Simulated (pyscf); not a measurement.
PySCF, gas phase, ωB97X-D3(BJ)/def2-SVP geometries.

borane (BH₃) + methanol (H₃C–OH) → H₂B–O–CH₃ + hydrogen (H₂)
Surface: singlet. Broken: B–H, H–O. Formed: B–O, H–H. Give ΔE‡ and ΔE from ωB97M-D3(BJ)/def2-TZVP, relative to the separated reactants.

ΔE‡ = 17.5 kJ/mol, ΔE = -141.9 kJ/mol. Zero-point energy shifts the barrier by +5.5 kJ/mol. It is a four-centre exchange, with an imaginary mode of 1394i cm⁻¹. On the reactant side the descent ends in an adduct with a B–O contact, 86.3 kJ/mol under the separated species and 106.8 kJ/mol under the saddle at ωB97X-D3(BJ)/def2-TZVP. What is counted as formed (B–O) is already present as a longer contact in the reactant adduct; forming that adduct is a step of its own. At the saddle there is also a short B–H contact that neither side keeps. H₂B–O–CH₃ lies 98.2 kJ/mol over its isomer H₃C–BH–OH (electronic energy, ωB97M-D3(BJ)/def2-TZVP). One saddle was located; it need not be the lowest between these sides.
